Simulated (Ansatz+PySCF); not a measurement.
Two shapes of singlet CH2S.

Shape 1:

```xyz
4

C     0.0000    0.0000   -1.0216
S     0.0000    0.0000    0.5847
H     0.0000   -0.9297   -1.6128
H     0.0000    0.9297   -1.6128
```

Shape 2:

```xyz
4

C    -0.0340   -0.0204   -1.0521
S    -0.0354    0.0071    0.5501
H    -0.0320   -0.9570   -1.6398
H    -0.0063    0.8801   -1.6131
```

Basis set: def2-SVP (spherical functions). Charge 0, multiplicity 1.

Computed with Ansatz (development build ahead of 0.2.0); each method stands on the lowest determinant of its kind that the runs found.

(1) Which shape is lower in energy, and by how much in each method?

Answers

(1)

```
               method  E(2) − E(1) (eV)
    PBE0 (restricted)             0.033
  PBE0 (unrestricted)             0.033
  r²SCAN (restricted)             0.036
r²SCAN (unrestricted)             0.036
 ωB97X (unrestricted)             0.030
```

Shape 1 is lower.
